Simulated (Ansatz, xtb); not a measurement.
## Isomers of C2H2Al in order of energy

4 gas-phase structures of C2H2Al, found in a search over its isomers (lower ones may exist). Each was relaxed with GFN2-xTB:

A. `[CH]1=[CH][Al]1`, a doublet
B. `C#[C][AlH]`, a doublet
C. `C=[C][Al]`, a doublet
D. `[C]#[C][AlH2]`, a doublet

Task: Make a reasoned guess at their ranking by r2SCAN-D4/def2-SVP single-point energy.

Result: Calculated order at r2SCAN-D4/def2-SVP: B (0.0), C (1.4), A (6.6), D (47.7) kcal/mol.

Energies above the lowest of each column, in kcal/mol; the last columns are at B3LYP-D4/def2-TZVP geometries and were run for some of them only (a dash: not run or not comparable):

```json
{"structure": "B", "GFN2-xTB": "0.0", "HF/STO-3G": "5.9", "r2SCAN-D4/def2-SVP": "0.0", "B3LYP-D4/def2-TZVP": "0.6", "CCSD(T)/def2-TZVP": "0.0"}
{"structure": "C", "GFN2-xTB": "21.2", "HF/STO-3G": "0.0", "r2SCAN-D4/def2-SVP": "1.4", "B3LYP-D4/def2-TZVP": "0.0", "CCSD(T)/def2-TZVP": "2.5"}
{"structure": "A", "GFN2-xTB": "25.3", "HF/STO-3G": "30.9", "r2SCAN-D4/def2-SVP": "6.6", "B3LYP-D4/def2-TZVP": "5.2", "CCSD(T)/def2-TZVP": "6.0"}
{"structure": "D", "GFN2-xTB": "19.2", "HF/STO-3G": "12.9", "r2SCAN-D4/def2-SVP": "47.7", "B3LYP-D4/def2-TZVP": "–", "CCSD(T)/def2-TZVP": "–"}
```

CCSD(T)/def2-TZVP puts B lowest of those it was run on; HF/STO-3G picks C, B3LYP-D4/def2-TZVP picks C. Frequencies (B3LYP-D4/def2-TZVP) were run for A, B, C alone. Open shells are spin-unrestricted, some with notable spin contamination. Large T1 diagnostics make some coupled-cluster values less sure.

Over these structures GFN2-xTB departs from r2SCAN-D4/def2-SVP by 16.7 kcal/mol on average once a common shift is removed. A GFN2-xTB relaxation took about 0.044 s and the r2SCAN-D4/def2-SVP energy about 0.69 s on a shared host (Ansatz 0.2.0, xtb 6.7.1).
